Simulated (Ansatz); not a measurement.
# BNH₃ (quartet): wB97M-V, B2PLYP, RPA-PBE over a scan of the distance B1–H4 along a hydrogen transfer, cc-pVTZ

One table from this session's results is given with a row withheld; the runs are named, their logs left out.

Program: Ansatz 0.2.0, Gaussian basis. Level of theory: cc-pVTZ, all electrons in the functionals, frozen cores in the correlation of double hybrids and RPA. These are calculated values, not measurements.

The runs, in order: wB97M-V, B2PLYP, RPA-PBE, at 1.194 Å; 1.239 Å; 1.330 Å; 1.422 Å; 1.513 Å.

5 further runs of the same task are left out: 5 for a known fault of the program.

### The geometry

The geometry derives from fragments relaxed apart (PBE0/def2-TZVP) and kept rigid, so it is no stationary point. A hydrogen atom is moved between rigid fragments.

5 atoms, charge 0, spin multiplicity 4.

Atoms are counted from 1 here; the program's logs count them from 0.

Bond lengths: B1–H2 1.193 Å, B1–H3 1.193 Å, B1–H4 1.193 Å. Angles: H2–B1–H3 120.0°, H2–B1–H4 120.0°, H3–B1–H4 120.0°.

No dispersion term is added; wB97M-V holds VV10 nonlocal correlation.

The geometry shown and the zero of energy belong to the point 1.194 Å. The yardstick, UCCSDT(Q), and other wave-function levels (R restricted, U unrestricted, valence and pair active spaces) come from earlier runs.

The first run:

Input file in.yaml:

```yaml
crystal:
  periodic: [false, false, false]
  atoms:
    - {symbol: B, position_ang: [-1.284380, 0.000000, 0.000000]}
    - {symbol: H, position_ang: [-1.881114, 1.033571, 0.000000]}
    - {symbol: H, position_ang: [-1.881114, -1.033571, 0.000000]}
    - {symbol: H, position_ang: [-0.090915, 0.000000, 0.000000]}
    - {symbol: N, position_ang: [1.268620, 0.000000, 0.000000]}
basis:
  gaussian: {orbitals: cc-pVTZ}
magnetization: {spin_polarized: true, initial_magnetization: 3}
hamiltonian: {xc: {name: wB97M-V}}
output: {orbitals: {seedname: orbitals}}
```

Run with:

```bash
$ ansatz run in.yaml --threads 2 --pin off --events-out ev --progress --plain --max-ram 16896MiB --backend cuda --devices 0, --max-vram 18GiB
```

Among the steps run: wB97M-V, 1.194 Å; wB97M-V, 1.239 Å; wB97M-V, 1.330 Å; wB97M-V, 1.422 Å; wB97M-V, 1.513 Å; B2PLYP, 1.194 Å; B2PLYP, 1.239 Å; B2PLYP, 1.330 Å; B2PLYP, 1.422 Å; B2PLYP, 1.513 Å; RPA-PBE, 1.194 Å; RPA-PBE, 1.239 Å; RPA-PBE, 1.330 Å; RPA-PBE, 1.422 Å; RPA-PBE, 1.513 Å.

One table of the session follows, with a row left open; its other results are not shown here.

```
    level  1.239 Å  1.330 Å  1.422 Å  1.513 Å
UCCSDT(Q)    0.065    0.229    0.384    0.546
  wB97M-V        ?        ?        ?        ?
   B2PLYP    0.050    0.184    0.315    0.465
  RPA-PBE    0.045    0.171    0.298    0.452
```

Q: Estimate the row for wB97M-V from the others.

As computed: 1.239 Å: 0.052; 1.330 Å: 0.187; 1.422 Å: 0.320; 1.513 Å: 0.478. In the column «1.239 Å» it lies between B2PLYP (0.050) and UCCSDT(Q) (0.065).

Caveats from the session: Energies in eV, counted from 1.194 Å; blanks weren't run or aren't comparable.
